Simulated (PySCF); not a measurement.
C₄H₅N, SMILES c1cc[nH]c1 at its PBE0/def2-SVP optimised geometry (Å):

```
10

C     -0.7100    -1.1200     0.0000
C      0.7116    -1.1200     0.0000
C      1.1194     0.1972     0.0000
N      0.0000     0.9800     0.0003
C     -1.1191     0.1968     0.0004
H     -1.3643    -1.9898    -0.0002
H      1.3664    -1.9895    -0.0002
H      2.1157     0.6340     0.0000
H     -0.0002     1.9898     0.0005
H     -2.1157     0.6330     0.0006
```

Level of theory: PBE0/def2-TZVP run with PySCF.

Map of the log10 of the electron density (e/bohr³), floored at −4 on the plane z = 1.2 Å:

```
|0000000000000000000000000|
|0000000000000000000000000|
|0000000000000000000000000|
|0000000000000000000000000|
|0000000000012100000000000|
|0000000001234321000000000|
|0000000013456543100000000|
|0000012334677764332100000|
|0000134556789876554310000|
|0000246677899987766420000|
|0001357889999999887531000|
|0001357899999999987531000|
|0000356899988899986530000|
|0000246799998999976420000|
|0000135789999999875310000|
|0000024689999999865200000|
|0000024689999999864200000|
|0000024678888888764200000|
|0000013567666667653100000|
|0000002455544455542000000|
|0000000233222223320000000|
|0000000000000000000000000|
|0000000000000000000000000|
|0000000000000000000000000|
|0000000000000000000000000|
```
Scale: ten equal steps from -4.00 (start of '0') to -1.73 (end of '9'), in the order '0123456789'; x runs from -4.50 to 4.50, y from -4.50 (bottom) to 4.50 (top).
